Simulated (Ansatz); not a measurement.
# BClFH3: the cost of one run

Method: RKS B3LYP/def2-SVP, in Ansatz 0.2.0.

## (1) The system as given

Bond lengths: B1–Cl3 1.860 Å, B1–H4 1.190 Å, B1–F5 1.620 Å. Angles: Cl3–B1–H4 120.0°, Cl3–B1–F5 88.5°, H4–B1–F5 110.0°.

Coordinates:

```xyz
6

B     0.0000    0.0000    0.0000
H     0.0000    0.0000    1.5400
Cl    1.6108    0.0000   -0.9300
H    -1.0305    0.0000   -0.5950
F     0.3455    1.4980    0.5108
H     0.1950    0.8453    1.4996
```

## (2) Pulling towards end A

Springs on the bonds that form and break draw the guess towards this end; the thresholds are loose.

File input.yaml:

```yaml
crystal:
  periodic: [false, false, false]
  atoms:
    - { symbol: B, position_ang: [0.0, 0.0, 0.0] }
    - { symbol: H, position_ang: [0.0, 0.0, 1.54] }
    - { symbol: Cl, position_ang: [1.6108, 0.0, -0.93] }
    - { symbol: H, position_ang: [-1.0305, 0.0, -0.595] }
    - { symbol: F, position_ang: [0.3455, 1.498, 0.5108] }
    - { symbol: H, position_ang: [0.195, 0.8453, 1.4996] }
basis:
  gaussian: { orbitals: def2-SVP }
hamiltonian:
  xc: b3lyp
relax:
  f_tol: 0.15
  max_steps: 25
  restrain:
    - { distance: [0, 4], at: 2.52, k: 30.0 }
    - { distance: [5, 1], at: 1.86, k: 30.0 }
    - { distance: [0, 1], at: 1.19, k: 30.0 }
    - { distance: [5, 4], at: 0.92, k: 30.0 }
```

The run is started by

```
ansatz run input.yaml --threads 1 --pin off --max-ram 2048MiB --backend cpu --events-out ev --progress --plain --runs-dir out
```

What time and memory should one allow on 1 thread of Arm Neoverse V1, shared host?

About 19 s, with a peak of 0.13 GiB.
